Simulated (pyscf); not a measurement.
## Four-centre exchange: HO–Si:–OH [singlet] + hydrogen (H₂) → HO–Si:–OH [singlet] + hydrogen (H₂)

Gas phase, singlet surface, charge 0. Bonds broken: O1–H4, H6–H7. Bonds formed: O1–H6, H4–H7. Optimised with ωB97X-D3(BJ)/def2-SVP in PySCF.

Transition state (Å):

```xyz
7

O     -0.6210     0.0140     0.2716
Si     0.5477     1.0446    -0.3690
O      1.4637    -0.0203    -1.2676
H     -1.7265    -0.1311     0.9042
H      1.2107    -0.9528    -1.2720
H     -1.3651    -1.0072     0.4289
H     -2.2690    -1.0292     0.9762
```

One imaginary mode, 2770i cm⁻¹; descent along it reached the two sides named.

| bond | change | reactant side (Å) | saddle | product side |
|---|---|---|---|---|
| O1–H4 | breaks | 0.965 | 1.282 | 2.470 |
| H6–H7 | breaks | 0.762 | 1.057 | 3.5 |
| O1–H6 | forms | 2.456 | 1.273 | 0.965 |
| H4–H7 | forms | 3.9 | 1.052 | 0.761 |

Electronic energies relative to the separated reactants (kcal/mol):

```json
[
 {"level": "ωB97X-D3(BJ)/def2-TZVP", "barrier": "72.4", "reaction energy": "0.0", "reverse barrier": "72.4"},
 {"level": "PBE/def2-TZVP", "barrier": "62.3", "reaction energy": "0.0", "reverse barrier": "62.3"},
 {"level": "r²SCAN/def2-TZVP", "barrier": "67.5", "reaction energy": "0.0", "reverse barrier": "67.5"},
 {"level": "B3LYP-D3(BJ)/def2-TZVP", "barrier": "69.2", "reaction energy": "0.0", "reverse barrier": "69.2"},
 {"level": "PBE0-D3(BJ)/def2-TZVP", "barrier": "67.6", "reaction energy": "0.0", "reverse barrier": "67.6"},
 {"level": "M06-2X/def2-TZVP", "barrier": "73.6", "reaction energy": "0.0", "reverse barrier": "73.6"},
 {"level": "ωB97M-D3(BJ)/def2-TZVP", "barrier": "70.6", "reaction energy": "0.0", "reverse barrier": "70.6"},
 {"level": "HF/def2-TZVP", "barrier": "92.1", "reaction energy": "0.0", "reverse barrier": "92.1"}
]
```

With ωB97M-D3(BJ)/def2-TZVP energies and thermal terms (ideal gas, 1 atm, RRHO with modes under 100 cm⁻¹ raised to 100, one conformer, R ln 2 for chiral ones without a mode under 150 cm⁻¹), in kcal/mol:

```csv
T (K),ΔH‡,ΔG‡,ΔH,ΔG
298,68.7,76.1,0.0,0.0
600,68.1,83.9,0.0,0.0
900,68.1,91.9,0.0,0.0
1200,68.4,99.7,0.0,0.0
```

The same reactants have a lower exit, to HO–SiH: [singlet] + H₂O (barrier +41.9 kcal/mol at ωB97M-D3(BJ)/def2-TZVP, against +70.6 kcal/mol here). One saddle was located; it need not be the lowest between these sides.
